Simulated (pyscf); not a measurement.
Thermochemistry of product channels of `[CH3][Br]` on the singlet surface, in kJ/mol, from ωB97M-D3(BJ)/def2-TZVP energies (ideal gas, 1 atm, RRHO with modes under 100 cm⁻¹ raised to 100, one conformer, R ln 2 for rigid chiral ones). Structures and frequencies: ωB97X-D3(BJ)/def2-SVP in PySCF.

```tsv
products	ΔE	ΔH(298 K)	ΔG(298 K)	ΔG(900 K)
`[CH][Br]` [singlet] + `[H][H]`	+448.7	+414.3	+375.1	+289.1
`[CH2]` [singlet] + `[BrH]`	+458.6	+428.9	+386.4	+295.9
```

These are energies of the channels, which say nothing of barriers. CH₂ [singlet] is an excited spin state, 37.3 kJ/mol over the triplet at ωB97X-D3(BJ). 2 of the closed-shell references are unstable towards spin polarisation; treat their single-reference values with care. Elements up to Kr have no core potential and no relativistic terms here.
